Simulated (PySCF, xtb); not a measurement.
**CH3OSi+: 4 structures ranked**

4 gas-phase structures of CH3OSi+, found in a search over its isomers (lower ones may exist). Each was relaxed with GFN2-xTB:

A. `C=[Si+]O`, a singlet
B. `[CH2+]O[SiH]`, a singlet
C. `C[O+]=[Si]`, a singlet
D. `C[Si+]=O`, a singlet

Task: Estimate their order in r2SCAN-D4/def2-SVP energy at these geometries, lowest first.

Result: Calculated order at r2SCAN-D4/def2-SVP: C (0.0), D (119.1), B (194.2), A (224.2) kJ/mol.

Energies above the lowest of each column, in kJ/mol; the last columns are at B3LYP-D3(BJ)/def2-SVP geometries and were run for some of them only (a dash: not run or not comparable):

| structure | GFN2-xTB | HF/STO-3G | r2SCAN-D4/def2-SVP | B3LYP-D3(BJ)/def2-SVP | CCSD(T)/def2-TZVP |
| --- | --- | --- | --- | --- | --- |
| C | 10.5 | 0.0 | 0.0 | 0.0 | 0.0 |
| D | 0.0 | 293.0 | 119.1 | 147.1 | 127.0 |
| B | 185.3 | 261.1 | 194.2 | 175.5 | 200.0 |
| A | 129.0 | 531.1 | 224.2 | – | – |

CCSD(T)/def2-TZVP puts C lowest of those it was run on; GFN2-xTB picks D. Flexible structures stand in one conformer each, not always the lowest. Frequencies (GFN2-xTB) were run for B, C, D alone. Large T1 diagnostics make some coupled-cluster values less sure.

Over these structures GFN2-xTB departs from r2SCAN-D4/def2-SVP by 54.0 kJ/mol on average once a common shift is removed. A GFN2-xTB relaxation took about 0.19 s and the r2SCAN-D4/def2-SVP energy about 9.9 s on a shared host (PySCF 2.14.0, xtb 6.7.1).
